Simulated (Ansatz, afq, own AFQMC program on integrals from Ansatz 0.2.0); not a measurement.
## Breaking Au2–C1 in AuCH5O, singlet

```xyz
8

C    -1.0541    1.2953   -0.6533
Au    0.1942   -0.1511   -0.0408
O     1.5957   -1.7768    0.6515
H    -2.0662    0.8857   -0.7986
H    -0.6997    1.7167   -1.6074
H    -1.1011    2.1003    0.0970
H     1.0922   -2.5666    0.8868
H     2.0391   -1.5035    1.4647
```

Products: AuH₂O (doublet, the lower of two spins tried; Au ··· OH2) and CH3 (doublet), each relaxed with PBE0/def2-SVP like the molecule; electronic energies without zero-point terms. Determinants: RHF, UHF and UHF in that order.

Basis def2-TZVP with its core potentials. Noble-gas cores (and the filled d shells of Ga–Kr and In–Xe) are frozen. Ansatz 0.2.0 and our own AFQMC program on the same integrals; the CISD trial comes from CCSD amplitudes, and released means the phaseless constraint is let go. ± is one standard error of the sampling. No spin–orbit coupling. The metal's outer-core s and p shells are frozen, which shifts wave-function levels against functionals. The errors of all members are added in quadrature.

No full CI on the walks' own integrals is used here. The released AFQMC energy serves as the reference, which it does only where one determinant dominates, the energy is flat over the last release times and near the phaseless one (40 meV or 2 meV an electron, half that with transition metals). On small molecules, where full CI could be run and the noise was under 10 meV, such values lay within 10 meV of it in 19 cases of 20, a flattering rate, since the rule was set on those same cases; what remains of the bias isn't in the error bar. Each member takes its own surest rung, up to full CI.

Errors are counted within def2-TZVP, not against nature.

Cautions: no spin-orbit coupling; outer-core shells of the metal frozen; AuCH₅O (singlet): the released value is read at 1.20 1/Eh with a noise of 21 meV, more than in the cases checked (meV from the phaseless value at times in 1/Eh: -7 ± 9 at 0.24, -1 ± 14 at 0.48, -4 ± 14 at 0.80, 7 ± 21 at 1.20), released reference can be 30 meV off for metals; AuH₂O (doublet): the ph-AFQMC/CISD walk drifts between its halves (2.7 errors), the released value is read at 1.20 1/Eh, later times being too noisy (meV from the phaseless value at times in 1/Eh: -7 ± 5 at 0.24, -8 ± 7 at 0.60, -5 ± 8 at 1.20, -13 ± 10 at 1.80, -35 ± 18 at 2.60), released reference can be 30 meV off for metals.

| level | bond energy (kcal/mol) |
| --- | --- |
| CCSD | 69.2 |
| MP2 | 80.2 |

(1) From these cheaper values, estimate the bond energy at the reference level in def2-TZVP.

(1) 73.2 ± 0.5 kcal/mol (AFQMC with the constraint released in def2-TZVP).

| level | bond energy (kcal/mol) | error against released AFQMC (kcal/mol) |
| --- | --- | --- |
| HF | 34.0 | -39.2 ± 0.5 |
| CCSD(T) | 73.3 | 0.1 ± 0.5 |
| ph-AFQMC/CISD | 73.5 ± 0.3 | 0.3 ± 0.6 |

Correlation beyond CCSD(T) changes it by less than twice the noise. The perturbative (T) step is worth +4.1 kcal/mol.

Released energies are given only where the last usable release times agree within the noise; a slower fall can still hide under it.
